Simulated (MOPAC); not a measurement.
Input file for MOPAC: PM3 on CH7NO (a complex).

```
PM3 1SCF PRECISE CHARGE=0 THREADS=1
CH7NO

O     -2.75297518 1    -0.58446143 1    -0.00777268 1
H     -3.11163218 1     0.30322057 1     0.02455932 1
H     -1.79146718 1    -0.44686643 1     0.00835532 1
N      1.22419682 1    -0.32787943 1     0.02274332 1
H      1.51956182 1    -0.88051743 1    -0.77204768 1
H      1.53427782 1    -0.83860043 1     0.83960232 1
C      1.88353282 1     0.98048457 1    -0.01749868 1
H      1.57298982 1     1.56220957 1     0.84701632 1
H      2.97484182 1     0.94118957 1    -0.02645468 1
H      1.55681982 1     1.51640157 1    -0.90532268 1
```

Output:

```
*******************************************************************************
 **                                                                           **
 **                              MOPAC v23.2.5                                **
 **                                                                           **
 *******************************************************************************
 ** MOPAC's Digital Object Identifier: https://doi.org/10.5281/zenodo.6511958 **
 **                                                                           **
 ** Please cite the open-source release paper for use of this MOPAC version:  **
 ** J. E. Moussa and J. J. P. Stewart (2026)                                  **
 ** MOPAC: An open-source semiempirical molecular orbital program             **
 ** J. Open Source Softw., 11(119), 8025, https://doi.org/10.21105/joss.08025 **
 *******************************************************************************

                              PM3 CALCULATION RESULTS

 *******************************************************************************
 *  PM3        - The PM3 Hamiltonian to be used
 *
 *
 *
 *                 CHARGE ON SYSTEM = 0
 *
 *
 *
 *  PRECISE    - TIGHTER CRITERIA TO BE USED
 *  1SCF       - DO 1 SCF AND THEN STOP
 *  THREADS=1  - MULTI-THREADING NOT USED
 *  T=         - A TIME OF 172800.0 SECONDS REQUESTED
 *  DUMP=N     - RESTART FILE WRITTEN EVERY 7200.0 SECONDS REQUESTED
 *******************************************************************************
PM3 1SCF PRECISE CHARGE=0 THREADS=1
 CH7NO

   ATOM   CHEMICAL          X               Y               Z
  NUMBER   SYMBOL      (ANGSTROMS)     (ANGSTROMS)     (ANGSTROMS)

     1       O         -2.75297518  *  -0.58446143  *  -0.00777268  *
     2       H         -3.11163218  *   0.30322057  *   0.02455932  *
     3       H         -1.79146718  *  -0.44686643  *   0.00835532  *
     4       N          1.22419682  *  -0.32787943  *   0.02274332  *
     5       H          1.51956182  *  -0.88051743  *  -0.77204768  *
     6       H          1.53427782  *  -0.83860043  *   0.83960232  *
     7       C          1.88353282  *   0.98048457  *  -0.01749868  *
     8       H          1.57298982  *   1.56220957  *   0.84701632  *
     9       H          2.97484182  *   0.94118957  *  -0.02645468  *
    10       H          1.55681982  *   1.51640157  *  -0.90532268  *



          CARTESIAN COORDINATES

    NO.       ATOM           X           Y           Z

     1         O         -2.7530     -0.5845     -0.0078
     2         H         -3.1116      0.3032      0.0246
     3         H         -1.7915     -0.4469      0.0084
     4         N          1.2242     -0.3279      0.0227
     5         H          1.5196     -0.8805     -0.7720
     6         H          1.5343     -0.8386      0.8396
     7         C          1.8835      0.9805     -0.0175
     8         H          1.5730      1.5622      0.8470
     9         H          2.9748      0.9412     -0.0265
    10         H          1.5568      1.5164     -0.9053

  H: (PM3): J. J. P. STEWART, J. COMP. CHEM. 10, 209 (1989).
  C: (PM3): J. J. P. STEWART, J. COMP. CHEM. 10, 209 (1989).
  N: (PM3): J. J. P. STEWART, J. COMP. CHEM. 10, 209 (1989).
  O: (PM3): J. J. P. STEWART, J. COMP. CHEM. 10, 209 (1989).

           Empirical Formula: C H7 N O  =    10 atoms



      MOLECULAR POINT GROUP   :   Cs


      RHF CALCULATION, NO. OF DOUBLY OCCUPIED LEVELS = 11


 -------------------------------------------------------------------------------
 PM3 1SCF PRECISE CHARGE=0 THREADS=1
 CH7NO



     1SCF WAS SPECIFIED, SO BFGS WAS NOT USED
     SCF FIELD WAS ACHIEVED


                              PM3 CALCULATION
                                                       MOPAC v23.2.5 Linux




          FINAL HEAT OF FORMATION =        -58.74772 KCAL/MOL =    -245.80047 KJ/MOL


          COSMO AREA              =        110.47 SQUARE ANGSTROMS
          COSMO VOLUME            =         80.06 CUBIC ANGSTROMS

          IONIZATION POTENTIAL    =          9.728626 EV
          HOMO LUMO ENERGIES (EV) =         -9.729  2.938
          NO. OF FILLED LEVELS    =         11
          MOLECULAR WEIGHT        =         49.0724         POINT GROUP:  Cs

          MOLECULAR DIMENSIONS (Angstroms)

            Atom       Atom       Distance
            H     9    H     2     6.12003
            H     6    H    10     2.91745
            H     8    H     5     2.74831


          SCF CALCULATIONS        =          1





   ATOM   CHEMICAL          X               Y               Z
  NUMBER   SYMBOL      (ANGSTROMS)     (ANGSTROMS)     (ANGSTROMS)

     1       O         -2.75297518  *  -0.58446143  *  -0.00777268  *
     2       H         -3.11163218  *   0.30322057  *   0.02455932  *
     3       H         -1.79146718  *  -0.44686643  *   0.00835532  *
     4       N          1.22419682  *  -0.32787943  *   0.02274332  *
     5       H          1.51956182  *  -0.88051743  *  -0.77204768  *
     6       H          1.53427782  *  -0.83860043  *   0.83960232  *
     7       C          1.88353282  *   0.98048457  *  -0.01749868  *
     8       H          1.57298982  *   1.56220957  *   0.84701632  *
     9       H          2.97484182  *   0.94118957  *  -0.02645468  *
    10       H          1.55681982  *   1.51640157  *  -0.90532268  *

                             CARTESIAN COORDINATES

   1    O       -2.752975180    -0.584461430    -0.007772680
   2    H       -3.111632180     0.303220570     0.024559320
   3    H       -1.791467180    -0.446866430     0.008355320
   4    N        1.224196820    -0.327879430     0.022743320
   5    H        1.519561820    -0.880517430    -0.772047680
   6    H        1.534277820    -0.838600430     0.839602320
   7    C        1.883532820     0.980484570    -0.017498680
   8    H        1.572989820     1.562209570     0.847016320
   9    H        2.974841820     0.941189570    -0.026454680
  10    H        1.556819820     1.516401570    -0.905322680


           Empirical Formula: C H7 N O  =    10 atoms



      MOLECULAR POINT GROUP   :   Cs


                  EIGENVALUES
 -36.30298 -33.41304 -23.28246 -17.00097 -16.49569 -15.49565 -14.43303 -14.22905
 -12.78931 -12.02903  -9.72863   2.93834   3.67193   3.92973   4.18716   4.39377
   5.12258   5.35913   5.44054


              NET ATOMIC CHARGES AND DIPOLE CONTRIBUTIONS

  ATOM NO.   TYPE          CHARGE      No. of ELECS.   s-Pop       p-Pop
    1          O          -0.359086        6.3591     1.77575     4.58333
    2          H           0.172239        0.8278     0.82776
    3          H           0.186076        0.8139     0.81392
    4          N          -0.037950        5.0379     1.46794     3.57001
    5          H           0.022019        0.9780     0.97798
    6          H           0.021807        0.9782     0.97819
    7          C          -0.111243        4.1112     1.14550     2.96574
    8          H           0.043472        0.9565     0.95653
    9          H           0.019003        0.9810     0.98100
   10          H           0.043663        0.9563     0.95634
 DIPOLE           X         Y         Z       TOTAL
 POINT-CHG.     0.591     0.945     0.037     1.115
 HYBRID         1.825     0.456     0.024     1.882
 SUM            2.417     1.400     0.061     2.794


          ATOMIC ORBITAL ELECTRON POPULATIONS

     Atom    s        px        py        pz
    1  O   1.77575   1.24743   1.33701   1.99888
    2  H   0.82776
    3  H   0.81392
    4  N   1.46794   1.58465   0.98199   1.00336
    5  H   0.97798
    6  H   0.97819
    7  C   1.14550   0.97580   0.96859   1.02135
    8  H   0.95653
    9  H   0.98100
   10  H   0.95634

 **********************
 *                    *
 * JOB ENDED NORMALLY *
 *                    *
 **********************




 == MOPAC DONE ==
```

The run finished.

Cost: around 0.03 core-seconds (rough).
